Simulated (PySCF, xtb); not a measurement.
hydrogen isocyanide cation (CHN), SMILES [C-]#[NH+] (connectivity only; charge and spin as stated), charge +1, multiplicity 2.

Harmonic wavenumbers (cm⁻¹) from GFN2-xTB (xtb 6.7.1) at its own minimum, in rising order: 585, 585, 2338, 3029.

Question: What does B3LYP-D3(BJ)/def2-TZVPD run with PySCF give at its own minimum? (The exact figures need the calculation; the answer reports its results.)

Answer: 617, 617, 2320, 3542. Paired by order, the mean absolute difference is 149 cm⁻¹ and the zero-point energies are 9.3 and 10.1 kcal/mol.
